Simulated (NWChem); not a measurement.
## Ionisation of F3N (+1)

```xyz
4

F     -0.6157    -0.0554     1.0651
N      0.0033     0.2456     0.0000
F      1.2289    -0.0802     0.0000
F     -0.6157    -0.0554    -1.0651
```
Charge +1, spin multiplicity 2.

All runs are NWChem calculations. Structure: optimised with UPBE0/def2-SVP, a minimum by its harmonic frequencies.

Basis set: def2-SVPD. The species with one electron less has spin multiplicity 1 and keeps the geometry of the parent. Δ marks differences of total energies (open shells unrestricted). −ε marks an orbital energy of the parent. That orbital need not have the symmetry of the hole or added electron in the Δ rows. That singlet is a closed-shell solution.

B3LYP has NWChem's definition, with VWN1-RPA local correlation. The spin multiplicity of the parent species was assumed, not shown to be that of its ground state. The structure started from a generated list of species. The unpaired electrons of the parent sit in orbitals of symmetry a' (Cs labels of the run); other states weren't searched. No SCF solution was tested for a lower state. Open-shell Hartree-Fock references start from PBE0 orbitals.

### Question
For the first vertical ionisation energy, −ε(alpha HOMO) of B3LYP gives 18.86 eV and −ε(alpha HOMO) of PBE gives 16.84 eV. What do ΔB3LYP, −ε(alpha HOMO) of HF, ΔPBE give?

### Answer
ΔB3LYP: 22.55 eV; −ε(alpha HOMO) of HF: 25.43 eV; ΔPBE: 21.75 eV.
